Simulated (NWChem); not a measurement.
Correlation energy of sulfur dioxide (O$_{2}$S)

```xyz
3

O      1.2504     0.0000    -0.3713
S      0.0000     0.0000     0.3713
O     -1.2504     0.0000    -0.3713
```
Charge 0, spin multiplicity 1.

The numbers come from NWChem runs, not from measurements. All single points use one geometry, from PBE0/def2-SVP, a minimum by its harmonic frequencies.

Basis set: def2-SVP. Each correlation energy counts from its own Hartree-Fock reference.

The correlated methods keep 7 core orbitals frozen. Coupled-cluster values serve here as a point of comparison, not as the truth.

```csv
method,correlation energy (mHa)
CCSD+T(CCSD),-545.0
CR-CCSD[T],-538.9
CCSD(T),[?]
CCSD,-520.5
CR-CCSD(T),-536.7
SCS-MP2,-502.9
MP2,[?]
```

Q: Complete the blanks.

A: 
- CCSD(T), correlation energy (mHa): -542.0
- MP2, correlation energy (mHa): -524.8
